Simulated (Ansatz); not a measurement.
Input file:

```yaml
crystal:
  periodic: [false, false, false]
  atoms:
    - {symbol: Zr, position_ang: [0.000000, 0.000000, 0.272416]}
    - {symbol: C, position_ang: [0.000000, 0.000000, -1.685685]}
    - {symbol: H, position_ang: [0.000000, 0.916504, -2.284186]}
    - {symbol: H, position_ang: [0.000000, -0.916504, -2.284186]}
basis:
  gaussian: {orbitals: def2-TZVPP}
total_charge: 1
magnetization: {spin_polarized: true, initial_magnetization: 3}
correlation: {method: ccsdt_q, electrons: outside_noble_gas}
```

```sh
$ ansatz run in.yaml --threads 2 --pin off --events-out ev --progress --plain --max-ram 24576MiB --backend cuda --devices 0, --max-vram 18GiB
```

Output:

```
1465 factors; integrals over basis functions are off by at most 2.0e-7 eV
mean field evaluation 1: about -2310.2753 eV, gradient 3.8e1 eV
mean field evaluation 2: about -2310.2817 eV, gradient 3.8e1 eV
mean field evaluation 4: about -2318.6367 eV, gradient 3.3e0 eV
mean field evaluation 8: about -2318.8738 eV, gradient 3.7e-1 eV
mean field evaluation 16: about -2319.1240 eV, gradient 1.7e-1 eV
mean field evaluation 32: about -2319.5128 eV, gradient 5.0e0 eV
mean field evaluation 64: about -2319.6564 eV, gradient 9.0e-2 eV
mean field evaluation 96: about -2318.7368 eV, gradient 1.2e0 eV
mean field evaluation 128: about -2319.4924 eV, gradient 5.5e0 eV
mean field evaluation 160: about -2319.6557 eV, gradient 1.9e-2 eV
...
cycle  19  -5.86760073 eV  change   -6.1e-7 eV  update   1.5e-5
cycle  20  -5.86760433 eV  change   -3.6e-6 eV  update   1.2e-5
cycle  21  -5.86760629 eV  change   -2.0e-6 eV  update   8.9e-6
cycle  22  -5.86760764 eV  change   -1.4e-6 eV  update   6.0e-6
cycle  23  -5.86760640 eV  change    1.2e-6 eV  update   4.1e-6
cycle  24  -5.86760522 eV  change    1.2e-6 eV  update   2.9e-6
cycle  25  -5.86760535 eV  change   -1.3e-7 eV  update   2.2e-6
cycle  26  -5.86760564 eV  change   -2.8e-7 eV  update   1.7e-6
cycle  27  -5.86760594 eV  change   -3.1e-7 eV  update   1.2e-6
cycle  28  -5.86760648 eV  change   -5.4e-7 eV  update   8.8e-7
perturbative correction -0.01061761 eV, -0.0003901898 hartree
Total energy: -2325.53463487 eV, -85.4618215274 hartree
```

Ran on 2 threads of AMD EPYC 7R13 with a shared H100 80 GB, shared host: 46 s wall, 1.1 GiB peak host memory.
